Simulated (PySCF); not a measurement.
# Basis-set dependence of population analyses: chlorobenzene

Compound: chlorobenzene, C6H5Cl.
SMILES with atom numbers: `[Cl:1][c:2]1[cH:3][cH:4][cH:5][cH:6][cH:7]1` (hydrogens: H8 on C3; H9 on C4; H10 on C5; H11 on C6; H12 on C7)

PBE0 throughout (PySCF), one geometry, spherical d and f functions. Isolated species at its PBE0-D3(BJ)/def2-SVP geometry, gas phase. Atoms taken as equivalent share a column and are averaged. The first 7 of 8 kinds of atom are listed.

Mulliken charges (e):

```json
{"basis": "STO-3G", "functions": "44", "Cl1": "-0.105", "C2": "+0.016", "C3/C7": "-0.079", "C4/C6": "-0.078", "C5": "-0.083", "H8/H12": "+0.103", "H9/H11": "+0.094"}
{"basis": "pcSseg-0", "functions": "77", "Cl1": "+0.093", "C2": "-0.321", "C3/C7": "-0.150", "C4/C6": "-0.243", "C5": "-0.230", "H8/H12": "+0.253", "H9/H11": "+0.247"}
{"basis": "6-31G", "functions": "77", "Cl1": "+0.147", "C2": "-0.346", "C3/C7": "-0.117", "C4/C6": "-0.167", "C5": "-0.164", "H8/H12": "+0.196", "H9/H11": "+0.180"}
{"basis": "6-31G*", "functions": "112", "Cl1": "+0.009", "C2": "-0.120", "C3/C7": "-0.157", "C4/C6": "-0.167", "C5": "-0.168", "H8/H12": "+0.194", "H9/H11": "+0.181"}
{"basis": "cc-pVDZ", "functions": "127", "Cl1": "-0.076", "C2": "-0.179", "C3/C7": "+0.092", "C4/C6": "-0.001", "C5": "-0.001", "H8/H12": "+0.016", "H9/H11": "+0.016"}
{"basis": "def2-SVP", "functions": "127", "Cl1": "-0.099", "C2": "-0.004", "C3/C7": "+0.017", "C4/C6": "-0.030", "C5": "-0.008", "H8/H12": "+0.024", "H9/H11": "+0.031"}
{"basis": "pcSseg-1", "functions": "151", "Cl1": "-0.086", "C2": "-0.244", "C3/C7": "+0.040", "C4/C6": "-0.098", "C5": "-0.077", "H8/H12": "+0.103", "H9/H11": "+0.107"}
{"basis": "aug-cc-pVDZ", "functions": "210", "Cl1": "-0.304", "C2": "+0.221", "C3/C7": "+0.447", "C4/C6": "+0.829", "C5": "+0.299", "H8/H12": "-0.526", "H9/H11": "-0.578"}
{"basis": "6-311+G(2d,p)", "functions": "227", "Cl1": "+0.014", "C2": "+1.131", "C3/C7": "-0.637", "C4/C6": "-0.191", "C5": "-0.108", "H8/H12": "+0.138", "H9/H11": "+0.116"}
{"basis": "def2-TZVP", "functions": "253", "Cl1": "-0.110", "C2": "+0.161", "C3/C7": "-0.172", "C4/C6": "-0.114", "C5": "-0.115", "H8/H12": "+0.131", "H9/H11": "+0.125"}
{"basis": "cc-pVTZ", "functions": "284", "Cl1": "-0.118", "C2": "+0.050", "C3/C7": "-0.110", "C4/C6": "-0.107", "C5": "-0.120", "H8/H12": "+0.128", "H9/H11": "+0.122"}
{"basis": "IGLO-III", "functions": "304", "Cl1": "+0.024", "C2": "+0.162", "C3/C7": "-0.190", "C4/C6": "-0.093", "C5": "-0.113", "H8/H12": "+0.100", "H9/H11": "+0.098"}
{"basis": "pcSseg-2", "functions": "329", "Cl1": "-0.137", "C2": "+0.104", "C3/C7": "-0.034", "C4/C6": "-0.046", "C5": "-0.003", "H8/H12": "+0.047", "H9/H11": "+0.034"}
```

IAO charges (e):

| basis | functions | Cl1 | C2 | C3/C7 | C4/C6 | C5 | H8/H12 | H9/H11 |
| --- | --- | --- | --- | --- | --- | --- | --- | --- |
| STO-3G | 44 | -0.015 | -0.048 | -0.141 | -0.130 | -0.135 | +0.152 | +0.146 |
| pcSseg-0 | 77 | -0.030 | -0.026 | -0.154 | -0.142 | -0.152 | +0.165 | +0.158 |
| 6-31G | 77 | -0.045 | -0.013 | -0.157 | -0.143 | -0.153 | +0.168 | +0.160 |
| 6-31G* | 112 | -0.041 | -0.008 | -0.154 | -0.137 | -0.148 | +0.161 | +0.153 |
| cc-pVDZ | 127 | -0.038 | -0.003 | -0.159 | -0.140 | -0.152 | +0.163 | +0.155 |
| def2-SVP | 127 | -0.030 | -0.004 | -0.157 | -0.137 | -0.150 | +0.159 | +0.151 |
| pcSseg-1 | 151 | -0.035 | -0.009 | -0.160 | -0.141 | -0.154 | +0.165 | +0.157 |
| aug-cc-pVDZ | 210 | -0.041 | -0.001 | -0.163 | -0.144 | -0.157 | +0.167 | +0.160 |
| 6-311+G(2d,p) | 227 | -0.036 | -0.006 | -0.162 | -0.143 | -0.156 | +0.167 | +0.159 |
| def2-TZVP | 253 | -0.033 | -0.006 | -0.162 | -0.143 | -0.156 | +0.166 | +0.159 |
| cc-pVTZ | 284 | -0.037 | -0.004 | -0.162 | -0.143 | -0.156 | +0.166 | +0.159 |
| IGLO-III | 304 | -0.030 | -0.006 | -0.163 | -0.145 | -0.158 | +0.167 | +0.160 |
| pcSseg-2 | 329 | -0.035 | -0.006 | -0.162 | -0.144 | -0.156 | +0.167 | +0.159 |

Hirshfeld charges (e):

```json
{"basis": "STO-3G", "functions": "44", "Cl1": "-0.138", "C2": "+0.075", "C3/C7": "-0.026", "C4/C6": "-0.019", "C5": "-0.023", "H8/H12": "+0.039", "H9/H11": "+0.033"}
{"basis": "pcSseg-0", "functions": "77", "Cl1": "-0.036", "C2": "+0.014", "C3/C7": "-0.056", "C4/C6": "-0.037", "C5": "-0.043", "H8/H12": "+0.049", "H9/H11": "+0.052"}
{"basis": "6-31G", "functions": "77", "Cl1": "-0.060", "C2": "+0.017", "C3/C7": "-0.053", "C4/C6": "-0.040", "C5": "-0.046", "H8/H12": "+0.056", "H9/H11": "+0.055"}
{"basis": "6-31G*", "functions": "112", "Cl1": "-0.066", "C2": "+0.023", "C3/C7": "-0.051", "C4/C6": "-0.040", "C5": "-0.046", "H8/H12": "+0.055", "H9/H11": "+0.054"}
{"basis": "cc-pVDZ", "functions": "127", "Cl1": "-0.043", "C2": "+0.018", "C3/C7": "-0.055", "C4/C6": "-0.040", "C5": "-0.047", "H8/H12": "+0.051", "H9/H11": "+0.053"}
{"basis": "def2-SVP", "functions": "127", "Cl1": "-0.030", "C2": "+0.019", "C3/C7": "-0.059", "C4/C6": "-0.041", "C5": "-0.048", "H8/H12": "+0.050", "H9/H11": "+0.053"}
{"basis": "pcSseg-1", "functions": "151", "Cl1": "-0.036", "C2": "+0.015", "C3/C7": "-0.058", "C4/C6": "-0.042", "C5": "-0.049", "H8/H12": "+0.052", "H9/H11": "+0.055"}
{"basis": "aug-cc-pVDZ", "functions": "210", "Cl1": "-0.026", "C2": "+0.009", "C3/C7": "-0.062", "C4/C6": "-0.045", "C5": "-0.052", "H8/H12": "+0.055", "H9/H11": "+0.058"}
{"basis": "6-311+G(2d,p)", "functions": "227", "Cl1": "-0.026", "C2": "+0.004", "C3/C7": "-0.060", "C4/C6": "-0.045", "C5": "-0.052", "H8/H12": "+0.056", "H9/H11": "+0.058"}
{"basis": "def2-TZVP", "functions": "253", "Cl1": "-0.031", "C2": "+0.011", "C3/C7": "-0.059", "C4/C6": "-0.044", "C5": "-0.051", "H8/H12": "+0.055", "H9/H11": "+0.057"}
{"basis": "cc-pVTZ", "functions": "284", "Cl1": "-0.036", "C2": "+0.014", "C3/C7": "-0.058", "C4/C6": "-0.043", "C5": "-0.050", "H8/H12": "+0.054", "H9/H11": "+0.056"}
{"basis": "IGLO-III", "functions": "304", "Cl1": "-0.013", "C2": "+0.008", "C3/C7": "-0.064", "C4/C6": "-0.045", "C5": "-0.052", "H8/H12": "+0.053", "H9/H11": "+0.057"}
{"basis": "pcSseg-2", "functions": "329", "Cl1": "-0.028", "C2": "+0.011", "C3/C7": "-0.061", "C4/C6": "-0.045", "C5": "-0.051", "H8/H12": "+0.054", "H9/H11": "+0.057"}
```

Q: Which scheme is steadiest as the basis changes?

A: Largest range over the bases for any column: IAO 0.05 e, Hirshfeld 0.13 e, Mulliken 1.48 e. IAO charges move least and Mulliken charges most, counted in e. Without the minimal STO-3G basis the ranges are IAO 0.03, Hirshfeld 0.05, Mulliken 1.48 e.

Q: How much do the charges still move between the two largest bases, IGLO-III and pcSseg-2?

A: At most, over all atoms: Mulliken 0.161 e, IAO 0.005 e, Hirshfeld 0.015 e.

Q: What do the same runs give for the total energy, the frontier levels and the dipole moment?

A: 
| basis | energy (Eh) | HOMO (eV) | LUMO (eV) | μ (D) |
| --- | --- | --- | --- | --- |
| STO-3G | -683.6290 | -5.54 | 2.21 | 2.10 |
| pcSseg-0 | -690.3852 | -7.33 | -0.52 | 1.99 |
| 6-31G | -691.3297 | -7.04 | -0.18 | 2.05 |
| 6-31G* | -691.3963 | -6.95 | -0.18 | 1.84 |
| cc-pVDZ | -691.4419 | -7.05 | -0.40 | 1.68 |
| def2-SVP | -691.1105 | -7.07 | -0.45 | 1.57 |
| pcSseg-1 | -691.3692 | -7.21 | -0.60 | 1.75 |
| aug-cc-pVDZ | -691.4528 | -7.16 | -0.66 | 1.73 |
| 6-311+G(2d,p) | -691.4919 | -7.15 | -0.65 | 1.71 |
| def2-TZVP | -691.5127 | -7.13 | -0.59 | 1.67 |
| cc-pVTZ | -691.5143 | -7.12 | -0.55 | 1.70 |
| IGLO-III | -691.5124 | -7.11 | -0.62 | 1.53 |
| pcSseg-2 | -691.5216 | -7.17 | -0.65 | 1.72 |

The dipole is fixed by the density alone, so its range of 0.57 D shows that the density itself changes with the basis, not only its division among atoms.
